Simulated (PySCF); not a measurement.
# BH3O (SMILES BO) at CF22D/4-31G (density fitting with cc-pvtz-jkfit, Cartesian functions, COSMO pyridine)

Wanted: an energy scan of BH3O. The job is set up through a Python script.

The calculation is run with PySCF 2.14.0.

11 further runs of the same task are left out: 5 that didn't finish, 6 set aside as unsound or not needed.

## 1. The molecule

BH3O has 5 atoms, charge 0, and is taken as a singlet. As SMILES, `BO`. The coordinates come from a PBE0-D4/def2-TZVP relaxation.

Bond lengths: B1–O2 1.348 Å, B1–H3 1.196 Å, B1–H4 1.202 Å, O2–H5 0.961 Å. Angles: B1–O2–H5 113.5°, O2–B1–H3 116.8°, O2–B1–H4 120.7°, H3–B1–H4 122.5°.

## 2. The energy along one coordinate at CF22D/4-31G (density fitting with cc-pvtz-jkfit, Cartesian functions, COSMO pyridine)

Input file calc.py:

```python
import numpy
from pyscf import gto, dft, solvent

mol = gto.M(
    atom='''
B     -0.226600    -0.352800     0.074700
O      0.413500     0.801800     0.345900
H     -0.820300    -0.865500     0.977800
H     -0.190600    -0.828900    -1.028100
H      0.874000     1.171800    -0.411700
''',
    basis='4-31g',
    cart=True,
    max_memory=1860,
    verbose=3,
)

x0 = mol.atom_coords(unit='angstrom')
axis = x0[0] - x0[2]
r0 = numpy.linalg.norm(axis)
axis /= r0
dm = None
scan, good = [], []
for r in [0.96, 1.03, 1.16, 1.31, 1.48, 1.67]:
    xyz = x0.copy()
    xyz[[0, 1, 3, 4]] += axis * (r - r0)
    mol.set_geom_(xyz, unit='angstrom')
    mf = dft.RKS(mol, xc='cf22d')
    mf = mf.density_fit(auxbasis='cc-pvtz-jkfit')
    mf = mf.PCM()
    mf.with_solvent.method = 'COSMO'
    mf.with_solvent.eps = 12.978
    mf.kernel(dm0=dm)
    dm = mf.make_rdm1()
    energy = mf.e_tot
    scan.append((r, energy))
    good.append(mf.converged)
    print('r = %.3f A   E = %.8f Eh   converged: %s' % (r, energy, good[-1]))

e0 = min(e for r, e in scan)
print('r (A)   E - Emin (kcal/mol)')
for r, e in scan:
    print('%6.3f %10.3f' % (r, (e - e0) * 627.5095))
```

Command:

```console
$ OMP_NUM_THREADS=1 python calc.py
```

The program printed:

```text
WARN: PCM is an experimental feature. It is still in testing.
Features and APIs may be changed in the future.

converged SCF energy = -101.613332754075
r = 0.960 A   E = -101.61333275 Eh   converged: True

WARN: PCM is an experimental feature. It is still in testing.
Features and APIs may be changed in the future.

converged SCF energy = -101.635115101475
r = 1.030 A   E = -101.63511510 Eh   converged: True

WARN: PCM is an experimental feature. It is still in testing.
Features and APIs may be changed in the future.

converged SCF energy = -101.651233337841
r = 1.160 A   E = -101.65123334 Eh   converged: True

WARN: PCM is an experimental feature. It is still in testing.
Features and APIs may be changed in the future.

converged SCF energy = -101.647139010882
r = 1.310 A   E = -101.64713901 Eh   converged: True

WARN: PCM is an experimental feature. It is still in testing.
Features and APIs may be changed in the future.

converged SCF energy = -101.628689329707
r = 1.480 A   E = -101.62868933 Eh   converged: True

WARN: PCM is an experimental feature. It is still in testing.
Features and APIs may be changed in the future.

converged SCF energy = -101.601701582263
r = 1.670 A   E = -101.60170158 Eh   converged: True
r (A)   E - Emin (kcal/mol)
 0.960     23.783
 1.030     10.114
 1.160      0.000
 1.310      2.569
 1.480     14.147
 1.670     31.082
```

Wall time 20 s (1 thread of Intel Xeon Platinum 8259CL at 2.50GHz (Skylake/Cascade Lake), shared host); peak memory 0.22 GiB.

The scan, from its lowest point:

```csv
H3–B1 (Å),energy (kJ/mol)
0.960,99.5
1.030,42.3
1.160,0.0
1.310,10.7
1.480,59.2
1.670,130.0
```
